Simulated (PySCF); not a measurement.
CH3O, doublet: the ladder up to RCCSDT

Geometry: MP2(full)/6-31G*, from the G2/97 set.

```csv
atom,x (Å),y (Å),z (Å)
C,0.7272,0.0561,-0.0740
O,-0.6323,-0.0992,0.0384
H,-1.0521,0.7667,-0.0872
H,1.1626,1.0017,0.2340
H,1.2609,-0.8617,0.1260
```

Basis STO-3G; PySCF 2.14.0. Only valence electrons are correlated (noble-gas cores frozen), which leaves 13 electrons in 11 orbitals. Prefix R: restricted or restricted open-shell reference; prefix U: unrestricted.

Full CI isn't at hand for all of this; RCCSDT serves as the reference. It lacks quadruple excitations, which often exceed the step from CCSD(T) to CCSDT. The frozen core follows each run's orbitals, which can shift R against U totals by a few meV.

* UHF ⟨S²⟩: 0.759
* T1 diagnostic (RCCSD): 0.0189
* largest doubles amplitude (RCCSD): 0.058
* T1 diagnostic (UCCSD): 0.0174

| level | E − E(RCCSDT) (kJ/mol) | share of correlation (%) | wall time |
| --- | --- | --- | --- |
| RHF | 280.7 | 0.00 | – |
| UHF | 274.5 | 2.22 | – |
| RMP2 | 78.6 | 72.01 | – |
| UMP2 | 77.2 | 72.51 | – |
| RCCSD | 4.3 | 98.48 | – |
| UCCSD | 4.2 | 98.50 | – |
| RCCSD(T) | 1.1 | 99.61 | 0.33 s |
| UCCSD(T) | 1.1 | 99.61 | 0.16 s |
| UCCSDT | 0.0 | 100.01 | 0.71 s |

The correlation energy at RCCSDT, counted from RHF, is -2.910 eV. That run took 0.72 s on 1 thread of AMD EPYC 7R43, shared host.

Times are those of the correlated step on a shared host, with one SCF added for the restricted CCSD run; they ran on 1 thread of AMD EPYC 7R43.
